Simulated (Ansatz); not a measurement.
# PBE-QIDH/def2-TZVPPD run of BCl (SMILES [B]Cl)

What is the vertical electron affinity of BCl at PBE-QIDH/def2-TZVPPD? 

The results are computed with Ansatz 0.2.0.

40 further runs of the same task are left out: 40 set aside as unsound or not needed.

### 1 The system as given

BCl has 2 atoms, charge 0, and is taken as a singlet. SMILES: `[B]Cl`. The shape is that of a PBE0-D4/def2-TZVP optimisation.

Bond lengths: B1–Cl2 1.718 Å.

### 2 The energy at PBE-QIDH/def2-TZVPPD

Contents of in.yaml:

```yaml
crystal:
  periodic: [false, false, false]
  atoms:
    - {symbol: B, position_ang: [-0.000000, -0.000000, -0.069660]}
    - {symbol: Cl, position_ang: [0.000000, 0.000000, 1.648190]}
basis:
  gaussian:
    orbitals: def2-TZVPPD.json
hamiltonian:
  xc: {name: PBE-QIDH}
correlation:
  frozen_orbitals: {B: 1, Cl: 5}
accuracy: high
output:
  orbitals: {seedname: orbitals}
```

The basis set def2-TZVPPD is read from a file made from the Basis Set Exchange's data (not shown).

On the command line:

```bash
$ ansatz run in.yaml --threads 1 --pin off --max-ram 3480MiB --events-out events.jsonl --progress --plain --runs-dir runs
```

Output:

```text
Warning: RAYON_NUM_THREADS=1 ignored (pool sized by the plan → 1); use --threads N
Functional definition: PBE-QIDH
  name "PBE-QIDH"
  parameter a = 3^(-1/3)
  parameter c = 1/3
  exchange = (1 - a)*pbe_x + a*exact_x
  correlation = (1 - c)*pbe_c + c*(mp2_os + mp2_ss)
1174 factors; integrals over basis functions are off by at most 3.0e-9 eV
mean field evaluation 1: about -13187.0288 eV, gradient 8.2e0 eV
mean field evaluation 2: about -13187.0294 eV, gradient 8.2e0 eV
mean field evaluation 4: about -13187.2563 eV, gradient 1.2e0 eV
mean field evaluation 8: about -13187.2633 eV, gradient 1.8e-2 eV
mean field evaluation 16: about -13187.2633 eV, gradient 1.1e-6 eV
mean field -13187.26330926 eV, -484.6229879671 hartree, gradient 2.9e-8 eV, S^2 0.000000; 0 other end points of the search recorded, 0 dependent functions left out
6 core orbitals not correlated: weight in the atoms' cores, before any rotation towards them, 1.000 or more for the frozen orbitals, at most 0.000 for the correlated occupied ones
reference -13187.26331042 eV, -484.6229880097 hartree; 5, 5 occupied and 77, 77 virtual orbitals, 1174 factors
second order -8.15136821 eV of doubles, -0.00000000 eV of singles
Total energy: -13189.98043315 eV, -484.7228404285 hartree
```

Run time: 3.9 s. Hardware: 1 thread of Arm Neoverse V1, shared host; peak memory 0.16 GiB.

### 3 The doublet anion at the same level

Contents of in.yaml:

```yaml
crystal:
  periodic: [false, false, false]
  atoms:
    - {symbol: B, position_ang: [-0.000000, -0.000000, -0.069660]}
    - {symbol: Cl, position_ang: [0.000000, 0.000000, 1.648190]}
basis:
  gaussian: {orbitals: def2-TZVPPD.json}
total_charge: -1
magnetization: {spin_polarized: true, initial_magnetization: 1}
hamiltonian: {xc: {name: PBE-QIDH}}
correlation: {frozen_orbitals: {B: 1, Cl: 5}}
accuracy: high
output: {orbitals: {seedname: orbitals}}
```

The basis set def2-TZVPPD is read from a file made from the Basis Set Exchange's data (not shown).

On the command line:

```bash
$ ansatz run in.yaml --threads 1 --pin off --max-ram 3480MiB --events-out events.jsonl --progress --plain --runs-dir runs
```

Output, shortened:

```text
Warning: RAYON_NUM_THREADS=1 ignored (pool sized by the plan → 1); use --threads N
Functional definition: PBE-QIDH
  name "PBE-QIDH"
[...]
1174 factors; integrals over basis functions are off by at most 3.0e-9 eV
[...]
mean field -13186.91262255 eV, -484.6101004684 hartree, gradient 1.8e-8 eV, S^2 0.764091; 9 other end points of the search recorded, 0 dependent functions left out
6 core orbitals not correlated: weight in the atoms' cores, before any rotation towards them, 1.000 or more for the frozen orbitals, at most 0.000 for the correlated occupied ones
reference -13186.91262340 eV, -484.6101004996 hartree; 6, 5 occupied and 76, 77 virtual orbitals, 1174 factors
second order -8.51628681 eV of doubles, -0.00000000 eV of singles
Total energy: -13189.75138567 eV, -484.7144230889 hartree
```

Wall time 33 s (1 thread of Arm Neoverse V1, shared host); peak memory 0.24 GiB.

### 4 Summary of results

At PBE-QIDH/def2-TZVPPD, 6 core orbitals frozen:

```
                                                               quantity          value
                                              singlet BCl: total energy  -484.72284 Eh
                         singlet BCl: HOMO energy (SCF part's orbitals)       -9.38 eV
                         singlet BCl: LUMO energy (SCF part's orbitals)        0.06 eV
                       singlet BCl: HOMO–LUMO gap (SCF part's orbitals)        9.44 eV
                                            doublet anion: total energy  -484.71442 Eh
doublet anion: HOMO energy (SCF part's orbitals) (highest over α and β)        0.60 eV
 doublet anion: LUMO energy (SCF part's orbitals) (lowest over α and β)        4.40 eV
                                                    doublet anion: ⟨S²⟩          0.764
                      vertical electron affinity (to the doublet anion)      -0.229 eV
```

**Reading.** The anion lies 0.23 eV (5.3 kcal/mol) above the neutral: the electron isn't bound at this level, and such a value depends on the basis. The HOMO (doublet anion) lies at positive energy, 0.60 eV; only total energies tell whether the electron is bound.
